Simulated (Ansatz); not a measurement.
# C2H4ClF: a ladder of functionals and wavefunction methods

An exercise on one series of results from a longer session: the logs are not shown, and one member is left open.

The runs use Ansatz 0.2.0, Gaussian basis; functionals in def2-TZVPP, the program's frozen cores in correlated methods.

Plan: LDA (SPW92), PBE-D4, revPBE-D4, BLYP-D4, r2SCAN-D4, B97M-V, PBE0-D4, B3LYP-D4, r2SCANh-D4, r2SCAN0-D4, HSE06-D4, BHLYP-D4, CAM-B3LYP-D4, LC-ωPBE, ωB97X-V, ωB97M-V, B2PLYP, PBE-QIDH; CCSD(T)/def2-SVP; CCSD(T)/def2-TZVPP; MP2/def2-QZVPP; extrapolation to the limit; RPA on PBE.

## Structure used throughout

An earlier PBE0-D4 in a triple-zeta def2 set relaxation fixed the geometry.

SMILES `FCCCl`, 8 atoms, charge 0, spin multiplicity 1.

Atoms are counted from 1 here; the program's logs count them from 0.

Bond lengths: F1–C2 1.375 Å, C2–C3 1.501 Å, C2–H5 1.093 Å, C2–H6 1.096 Å, C3–Cl4 1.778 Å, C3–H7 1.090 Å, C3–H8 1.091 Å. Angles: F1–C2–C3 110.9°, F1–C2–H5 108.3°, F1–C2–H6 108.0°, C3–C2–H5 111.2°, C3–C2–H6 109.0°, H5–C2–H6 109.4°, C2–C3–Cl4 112.2°, C2–C3–H7 110.7°, C2–C3–H8 109.7°, Cl4–C3–H7 107.4°, Cl4–C3–H8 107.5°, H7–C3–H8 109.3°.

The first run:

in.yaml

```yaml
crystal:
  periodic: [false, false, false]
  atoms:
    - {symbol: F, position_ang: [-1.325794, 0.491620, 1.022931]}
    - {symbol: C, position_ang: [-0.132126, 0.664012, 0.361593]}
    - {symbol: C, position_ang: [0.312013, -0.617262, -0.282365]}
    - {symbol: Cl, position_ang: [-0.747388, -1.095274, -1.627743]}
    - {symbol: H, position_ang: [-0.262146, 1.454939, -0.381804]}
    - {symbol: H, position_ang: [0.620731, 0.974422, 1.095437]}
    - {symbol: H, position_ang: [0.308192, -1.432691, 0.440471]}
    - {symbol: H, position_ang: [1.318617, -0.496867, -0.684320]}
basis:
  gaussian: {orbitals: def2-TZVPP}
hamiltonian: {xc: lda}
output: {orbitals: {seedname: orbitals}}
```

Started as:

```
ansatz run in.yaml --threads 4 --pin off --events-out ev --progress --plain --max-ram 10444MiB
```

Among the steps run: LDA; PBE-D4 (GGA); revPBE-D4 (GGA); BLYP-D4 (GGA); r2SCAN-D4 (meta-GGA); B97M-V (meta-GGA); PBE0-D4 (hybrid); B3LYP-D4 (hybrid); r2SCANh-D4 (hybrid); r2SCAN0-D4 (hybrid); HSE06-D4 (hybrid); BHLYP-D4 (hybrid); CAM-B3LYP-D4 (range-separated); LC-ωPBE (range-separated); ωB97X-V (range-separated); ωB97M-V (range-separated); B2PLYP (double hybrid); PBE-QIDH (double hybrid).

One table of the session follows, with a row left open; its other results are not shown here.

It belongs to the step «Orbital energies across the functionals». 

```
  functional  HOMO (eV)  LUMO (eV)  gap (eV)
 LDA (SPW92)      -7.25      -0.58      6.67
      PBE-D4      -7.14      -0.37      6.76
   revPBE-D4      -7.09      -0.28      6.80
     BLYP-D4      -7.00      -0.29      6.71
   r2SCAN-D4      -7.47      -0.04      7.43
      B97M-V      -7.59      -0.05      7.54
     PBE0-D4      -8.58       0.73      9.32
    B3LYP-D4      -8.32       0.42      8.74
  r2SCANh-D4      -8.00       0.37      8.37
  r2SCAN0-D4      -8.80       0.96      9.76
    HSE06-D4      -8.18       0.35      8.52
    BHLYP-D4      -9.90       1.65     11.55
CAM-B3LYP-D4          ?          ?         ?
     LC-ωPBE     -11.46       3.10     14.56
     ωB97X-V     -11.07       2.92     13.99
     ωB97M-V     -10.91       2.58     13.49
```

**Question.** Estimate the row for CAM-B3LYP-D4.

The run gave: HOMO (eV): -10.01; LUMO (eV): 1.76; gap (eV): 11.77. In the column «HOMO (eV)» it lies between ωB97M-V (-10.91) and BHLYP-D4 (-9.90).
